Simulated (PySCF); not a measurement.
C4H10S.
Cartesian coordinates in Å at the PBE0-D3(BJ)/def2-SVP level; atoms count from 1:
```
atom  x, y, z in Å
C1     0.7512    0.8281   -0.9097
C2     0.0895    0.0059    0.1912
C3    -0.3512   -1.3556   -0.3347
C4    -1.0994    0.7614    0.7814
S5     1.2643   -0.2155    1.6010
H6     0.0407    1.0017   -1.7359
H7     1.0851    1.8031   -0.5268
H8     1.6272    0.3065   -1.3253
H9    -0.8036   -1.9599    0.4648
H10   -1.0936   -1.2310   -1.1412
H11    0.5005   -1.9186   -0.7470
H12   -1.5739    0.1874    1.5918
H13   -0.7911    1.7382    1.1843
H14   -1.8544    0.9365   -0.0014
H15    2.2084   -0.8888    0.9074
```

The closed-shell ground state was solved at several levels (PySCF, density fitting, gas phase, non-relativistic).

```json
{"level": "PBE0/cc-pVTZ", "basis functions": "294", "total energy (Eh)": "-556.3782", "HOMO (eV)": "-6.70", "LUMO (eV)": "0.45", "gap (eV)": "7.15", "dipole (D)": "1.69"}
{"level": "mPW1PW91/pcSseg-2", "basis functions": "327", "total energy (Eh)": "-556.7097", "HOMO (eV)": "-6.76", "LUMO (eV)": "0.16", "gap (eV)": "6.92", "dipole (D)": "1.73"}
{"level": "PBE0/def2-TZVP", "basis functions": "221", "total energy (Eh)": "-556.3747", "HOMO (eV)": "-6.70", "LUMO (eV)": "0.38", "gap (eV)": "7.08", "dipole (D)": "1.68"}
{"level": "PBE0/cc-pVDZ", "basis functions": "124", "total energy (Eh)": "-556.3149", "HOMO (eV)": "-6.56", "LUMO (eV)": "0.80", "gap (eV)": "7.36", "dipole (D)": "1.66"}
{"level": "CAM-B3LYP/pcSseg-1", "basis functions": "142", "total energy (Eh)": "-556.5190", "HOMO (eV)": "-8.05", "LUMO (eV)": "1.54", "gap (eV)": "9.59", "dipole (D)": "1.72"}
{"level": "wB97X-D/pcSseg-1", "basis functions": "142", "total energy (Eh)": "-556.5541", "HOMO (eV)": "-8.61", "LUMO (eV)": "2.30", "gap (eV)": "10.91", "dipole (D)": "1.82"}
{"level": "PBE0/aug-cc-pVDZ", "basis functions": "209", "total energy (Eh)": "-556.3275", "HOMO (eV)": "-6.73", "LUMO (eV)": "-0.25", "gap (eV)": "6.48", "dipole (D)": "1.76"}
```

Estimate the row for LC-wPBE/pcSseg-1, a basis of 142 functions; the other rows only guide the guess.

Total energy -556.4021 Eh, HOMO -9.49 eV, LUMO 2.79 eV, gap 12.28 eV, dipole 1.83 D.

Over all these levels, which gives the widest orbital gap and which the narrowest?

LC-wPBE/pcSseg-1 (range-separated hybrid) has the widest, 12.28 eV, and PBE0/aug-cc-pVDZ (global hybrid, 25 % exact exchange) the narrowest, 6.48 eV. Functional and basis both differ between the two, so the spread mixes both effects.

How much does the basis alone move the frontier levels among the 4 PBE0 rows?

The HOMO by 0.17 eV and the LUMO by 1.05 eV. By rising basis size (HOMO, LUMO in eV): cc-pVDZ -6.56, 0.80; aug-cc-pVDZ -6.73, -0.25; def2-TZVP -6.70, 0.38; cc-pVTZ -6.70, 0.45.

How far do the dipole and the HOMO energy spread over the levels?

The dipole runs from 1.66 to 1.83 D (mean 1.74 D) and the HOMO from -9.49 to -6.56 eV.

wB97X-D is run here without its empirical dispersion term; that term would change no orbital, density or response property at a fixed geometry.
